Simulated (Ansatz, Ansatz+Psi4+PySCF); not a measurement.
Two shapes of doublet CHN(+).

Shape 1:

```xyz
3

C     0.1899    0.4742   -0.0304
N    -0.2465   -0.6158    0.0395
H     0.5865    1.4649   -0.0940
```

Shape 2:

```xyz
3

C    -0.0069    0.0011   -0.5046
N    -0.0040   -0.0083    0.6605
H    -0.0070   -0.0061   -1.5771
```

Basis set: cc-pVTZ (spherical functions). Left uncorrelated: 2 orbitals. Correlation on ROHF uses semicanonical orbitals with singles. Charge 1, multiplicity 2.

Computed with Ansatz (development build ahead of 0.2.0); each method stands on the lowest determinant of its kind that the runs found.

(1) Which shape is lower in energy, and by how much in each method?

Answers

(1)

```json
{"method": "ROHF", "E(2) − E(1) (eV)": "0.011"}
{"method": "UHF", "E(2) − E(1) (eV)": "0.012"}
{"method": "ROHF-CCSD", "E(2) − E(1) (eV)": "0.047"}
{"method": "ROHF-CCSD(T)", "E(2) − E(1) (eV)": "0.054"}
```

Shape 1 is lower.
